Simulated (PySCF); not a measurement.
## Electric field gradients and quadrupole coupling constants

N-methylsulfinylamine, CH3NOS.
Numbering: `[CH3:1][N:2]=[S:3]=[O:4]` (hydrogens: H5, H6, H7 on C1)

Structure used (PBE0-D3(BJ)/def2-TZVP), in Å, numbered top down from 1:
```
atom  x, y, z in Å
C1    -1.5137    2.1183   -1.8297
N2    -2.6901    1.3607   -1.4702
S3    -2.9651   -0.0370   -1.9580
O4    -2.0067   -0.6766   -2.8459
H5    -1.4091    2.1943   -2.9161
H6    -1.5848    3.1155   -1.3995
H7    -0.6096    1.6285   -1.4553
```

Field gradients from the PBE0/pcSseg-2 density (PySCF, non-relativistic), principal values in atomic units, ordered |Vxx| ≤ |Vyy| ≤ |Vzz|:

```tsv
atom	Vxx	Vyy	Vzz
N2	0.3556	0.4442	-0.7998
S3	0.7602	0.9382	-1.6984
O4	0.3837	0.7850	-1.1687
```

Q: Find the asymmetry η = (Vxx − Vyy)/Vzz and the couplings χ = eQV/h (234.96 MHz × Q in barn × V in au), with Q(14N) = 0.02044 b, Q(33S) = −0.0678 b, Q(17O) = −0.0256 b.

A: 
| atom | environment | nucleus | η | χzz (MHz) | χxx (MHz) | χyy (MHz) |
| --- | --- | --- | --- | --- | --- | --- |
| N2 | nitrogen bonded to C and S | 14N | 0.11 | -3.841 | 1.708 | 2.133 |
| S3 | sulfur bonded to N and O | 33S | 0.10 | 27.06 | -12.11 | -14.95 |
| O4 | oxygen bonded to S | 17O | 0.34 | 7.03 | -2.31 | -4.72 |

Q: What is Vzz at O4 in SI units (1 au = 9.71736 × 10²¹ V/m²)?

A: -1.1687 au = -11.357 × 10²¹ V/m².

Q: And the gradient at the other heavy atoms, for which no coupling is worked out here?

A: 
| atom | environment | Vzz (au) | η |
| --- | --- | --- | --- |
| C1 | N-methyl carbon | 0.310 | 0.14 |

Q: What couplings would deuterons (Q(2H) = 0.00286 b) have in place of the hydrogens, at this geometry?

A: 
```tsv
atom	bonded to	bond length (Å)	Vzz (au)	η	χzz (kHz)
H5	C1	1.094	0.2761	0.07	186
H6	C1	1.088	0.2839	0.06	191
H7	C1	1.094	0.2767	0.07	186
```

Isolated species at its PBE0-D3(BJ)/def2-TZVP geometry, gas phase.

These values come from a run that also computed NMR shieldings. Hardware: one thread, Arm Neoverse V1 (aarch64), no GPU, shared host with 64 logical CPUs at a one-minute load of 26. Cost: 15 s of wall time (grids of density and orbitals included), 0.72 GiB resident at most.
